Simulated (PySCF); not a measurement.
3-methylisoxazole, C4H5NO.
Structure used (PBE0-D3(BJ)/def2-SVP), in Å, numbered top down from 1:
```xyz
11
C4H5NO angstrom
C     -1.7083    0.0079    0.2815
C     -0.2438   -0.2082    0.1305
C      0.7931    0.7660    0.0024
C      1.9159    0.0075   -0.1053
O      1.5996   -1.2851   -0.0485
N      0.2516   -1.4214    0.0991
H     -1.9267    0.6173    1.1713
H     -2.1198    0.5353   -0.5924
H     -2.2180   -0.9589    0.3811
H      0.7058    1.8490   -0.0072
H      2.9728    0.2392   -0.2228
```

All values: CAM-B3LYP/def2-SVPD (PySCF, non-relativistic), on one gas-phase PBE0-D3(BJ)/def2-SVP geometry that isn't relaxed in the solvent. The solvent is an IEF-PCM continuum (van der Waals radii × 1.2), and excitations are vertical TDDFT with non-equilibrium linear response and a frozen core. Specific hydrogen bonds and non-electrostatic terms are outside this model.

Gas-phase singlets (H = HOMO, L = LUMO):

```
state  E (eV)  λ (nm)      f  leading configurations
   S1   6.684     185  0.005               H-2→L 94%
   S2   6.724     184  0.126       H→L 85%, H-1→L 8%
   S3   7.087     175  0.035    H-1→L 72%, H→L+3 14%
   S4   7.507     165  0.027    H→L+1 77%, H→L+2 16%
   S5   8.103     153  0.000  H-1→L+1 64%, H→L+2 16%
```

Give the list for cyclohexane (ε = 2.017), n² = 2.04.

```csv
state,E (eV),λ (nm),f,leading configurations,change by rank (eV)
S1,6.623,187,0.171,H→L 88%,-0.061
S2,6.767,183,0.006,H-2→L 94%,+0.043
S3,7.079,175,0.057,"H-1→L 78%, H→L+3 12%",-0.008
S4,7.570,164,0.033,"H→L+1 79%, H→L+2 14%",+0.063
S5,8.174,152,0.001,H-1→L+1 77%,+0.071
```

What are the lowest 5 singlets in chloroform (ε = 4.711)?

```
state  E (eV)  λ (nm)      f  leading configurations  change by rank (eV)
   S1   6.607     188  0.176                 H→L 89%               -0.077
   S2   6.854     181  0.006               H-2→L 95%               +0.130
   S3   7.104     175  0.064    H-1→L 79%, H→L+3 11%               +0.017
   S4   7.631     162  0.032    H→L+1 81%, H→L+2 13%               +0.124
   S5   8.231     151  0.003             H-1→L+1 82%               +0.128
```

The ground-state energy changes by -0.177 eV from gas to chloroform. By how much does the total energy of gas-phase S1 change?

E(S1) = E(S0) + excitation energy, so it changes by -0.177 + 0.170 = -0.007 eV: it is lowered less than the ground state, which is what a blue shift means. This is the vertical state, with the slow part of the continuum still set for S0.

How do the frontier levels move from gas to chloroform?

| orbital | gas (eV) | solvent (eV) | change (eV) |
| --- | --- | --- | --- |
| LUMO+2 | 1.78 | 1.96 | +0.18 |
| LUMO+1 | 1.36 | 1.56 | +0.20 |
| LUMO | 0.77 | 0.77 | 0.00 |
| HOMO | -9.10 | -9.11 | -0.01 |
| HOMO-1 | -9.67 | -9.68 | -0.01 |
| HOMO-2 | -10.20 | -10.40 | -0.20 |
| HOMO-3 | -12.30 | -12.20 | +0.10 |

The HOMO–LUMO gap goes from 9.87 to 9.88 eV.

The run took about 40 s of CPU time (one thread, shared machine). This is the whole response run at CAM-B3LYP/def2-SVPD in chloroform, SCF included.
